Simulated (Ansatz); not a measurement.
Results of rVV10 in Ansatz (plane waves, PAW) for antifluorite Mg₂Ge.

Settings: plane-wave cutoff 520 eV, 10×10×10 k mesh, Fermi–Dirac smearing 0.01 eV, scalar-relativistic PAW data made under PBE.

Energies at three volumes about the minimum:

```tsv
V (Å³/atom)	E − E_lowest (meV/atom)
21.765	1.37
22.209	0.00
22.654	1.27
```

### Question
Fit a parabola by hand: where is the minimum, what lattice constant follows, and what is the bulk modulus?

### Answer
Slopes: (0.00 − 1.37)/(22.209 − 21.765) = -3.086 and (1.27 − 0.00)/(22.654 − 22.209) = 2.854 meV/Å³. Curvature E″ = 2 × (2.854 − (-3.086))/(22.654 − 21.765) = 13.363 meV/Å⁶. From the middle of the first interval, the slope vanishes at V0 = 21.9870 − (-3.086)/13.363 = 22.218 Å³/atom. B = V0 E″ = 22.218 × 13.363 meV/Å³ × 0.1602 GPa per meV/Å³ = 47.6 GPa. With 12 atoms in the cube, a = (12 × 22.218)^(1/3) = 6.436 Å. The full Birch–Murnaghan fit to all volumes gives V0 = 22.210 Å³/atom and B0 = 47.6 GPa.

Measured, for comparison: lattice constant a 6.385 Å (temperature not stated, not corrected to a static lattice; as tabulated in Grosch, Range, J. Alloys Compd. 235, 250 (1996)).

Ansatz is a quantum-chemistry and plane-wave program.
